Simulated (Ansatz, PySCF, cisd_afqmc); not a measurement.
System: H$_{2}$S, charge 0, singlet. H2S (sulfane, SMILES S).
B3LYP-D3(BJ)/def2-TZVP minimum from Ansatz (a first-principles code):
```xyz
3

S      0.0018     0.0003     0.1031
H     -0.0075     0.9678    -0.8277
H     -0.0219    -0.9726    -0.8218
```
Charge 0, spin multiplicity 1.

Wanted: enthalpy of formation at 298 K (by atomisation, with ideal-gas terms from PySCF's Hessian at B3LYP-D3(BJ)/def2-TZVP and the atoms' measured values of the G2/97 table; no spin-orbit terms), in kcal/mol. UHF or UKS for unpaired electrons; spin-orbit terms are left out. Cores are frozen in correlated methods. Rows without X2C or -DK are non-relativistic. AFQMC is phaseless with a CISD trial state; ± is one standard error, without the phaseless bias. Outlying blocks are dropped, and bars are widened where a walk drifts. Over all cases where full CI ran beside it in this data, AFQMC minus full CI had a median of +0.1 mEh and passed +0.4 mEh in a tenth of the cases. CBS(X,Y): correlation extrapolated as X^-3, Hartree-Fock from the larger set (Q,5: extrapolated as (X+1)exp(-9√X)). A bracket is a step between two methods taken in the basis named. Functionals run without relativity, which enters their misses. '+ core + X2C': CCSD(T) terms for core correlation (cc-pwCVTZ, 1s frozen past Ne) and scalar relativity (cc-pVTZ-DK). For partners of very few electrons the exact lower level stands in for a higher one.

Measured: -4.9 kcal/mol, -20.5 kJ/mol (G2/97 table in ASE (Curtiss et al.)); atomic spin-orbit terms, which the calculations lack, would raise the computed values.

```json
[
 {"level": "HF/cc-pV(T+d)Z", "program": "Ansatz", "enthalpy of formation at 298 K (kcal/mol)": "48.4", "error against that value": "53.3"},
 {"level": "PBE0/def2-TZVPD", "program": "Ansatz", "enthalpy of formation at 298 K (kcal/mol)": "-2.0", "error against that value": "2.9"},
 {"level": "MP2/CBS(cc-pV(Q+d)Z,cc-pV(5+d)Z)", "program": "Ansatz", "enthalpy of formation at 298 K (kcal/mol)": "-4.0", "error against that value": "0.9"},
 {"level": "CCSD(T)/CBS(cc-pV(Q+d)Z,cc-pV(5+d)Z)", "program": "Ansatz", "enthalpy of formation at 298 K (kcal/mol)": "-5.9", "error against that value": "-1.0"},
 {"level": "CCSDT(Q)/cc-pV(T+d)Z", "program": "Ansatz", "enthalpy of formation at 298 K (kcal/mol)": "-0.7", "error against that value": "4.2"},
 {"level": "CCSDTQ/cc-pV(D+d)Z", "program": "Ansatz", "enthalpy of formation at 298 K (kcal/mol)": "8.5", "error against that value": "13.4"},
 {"level": "AFQMC/CISD/cc-pV(T+d)Z", "program": "cisd_afqmc", "enthalpy of formation at 298 K (kcal/mol)": "-0.7 ± 0.2", "error against that value": "4.2"},
 {"level": "CCSD(T)/CBS(cc-pV(Q+d)Z,cc-pV(5+d)Z) + [CCSDT(Q) - CCSD(T)]/cc-pV(5+d)Z + [CCSDTQ - CCSDT(Q)]/cc-pV(T+d)Z + core + X2C", "program": "Ansatz", "enthalpy of formation at 298 K (kcal/mol)": "-6.0", "error against that value": "-1.1"}
]
```
